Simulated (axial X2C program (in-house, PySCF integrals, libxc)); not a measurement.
## Nuclear properties of NaC⁺

Computed with an axial X2C code built on PySCF integrals: two-component X2C with atomic mean-field Coulomb and Gaunt terms, Gaussian nuclei, basis Na dyall-cv3z, C dyall-v3z with contracted cores.

R = 2.699 Å (near the PBE0 minimum at charge 1 of the determinant lowest at the starting distance; the state shown can have its own minimum elsewhere).

Determinant lowest in the PBE0 search, Ω = 2 (⟨Sz⟩ = 1.00, ⟨Lz⟩ = 1.00 at PBE0), spin on the atoms Na 0.03, C 0.97:

```
    level  Eeff magnitude (GV/cm)  Ws magnitude Na (kHz)  Ws magnitude C (kHz)  A∥/gI Na (MHz)  qzz Na (a.u.)  A∥/gI C (MHz)  qzz C (a.u.)
     PBE0                  0.0128                0.00106               0.00157            14.4          -0.07            105         -0.63
       HF                   0.012               0.000731               0.00173            9.22          -0.08            122         -0.64
   r2SCAN                  0.0136                0.00113               0.00166            14.7          -0.08            111         -0.69
BHandHLYP                  0.0132                0.00113               0.00157            14.1          -0.07            121         -0.65
      LDA                  0.0131                0.00117                0.0015            18.2          -0.06            115         -0.63
```

Eeff is the effective electric field on the electron electric dipole moment in this Ω state and Ws the scalar–pseudoscalar constant of the nucleus named (defined with the proton number Z and per Ω); A∥ (defined per Ω) follows by multiplying with gI = μI/(I μN); qzz is the electric field gradient, eQq0 = 234.96 MHz × Q/barn × qzz. The operators were transformed with the bare-nucleus X2C matrices; with these basis sets, hyperfine constants and field gradients can be off by tens of per cent, and where levels differ in sign neither size nor sign is settled.

**Question.** With gI(23Na) = 1.4783, Q(23Na) = 0.104 barn, gI(13C) = 1.4048 (g factors from the IAEA table of nuclear moments by Stone; Q from Pyykkö, Mol. Phys. 2018), turn the PBE0 values of the first state into constants in MHz.

**Answer.** A∥(23Na) = 14.4 × 1.4783 = 21.3 MHz; eQq0(23Na) = 234.96 × (0.104) × (-0.07) = -1.71 MHz; A∥(13C) = 105 × 1.4048 = 148 MHz.

Each state is one determinant with collinear spin, which with several unpaired electrons need not be a pure state. Unrestricted Hartree–Fock can overshoot spin polarisation at the nuclei. With several open shells hyperfine constants can be off by a factor of several. Open-shell Ω = 0 determinants with evenly filled partner blocks cannot be reached by this program, so the Ω shown need not be the lowest component. At r2SCAN a later determinant lies lower. States lie within half an eV, so the first need not be the ground state. Further determinants of the search, some of them spin-mixed, are not shown.
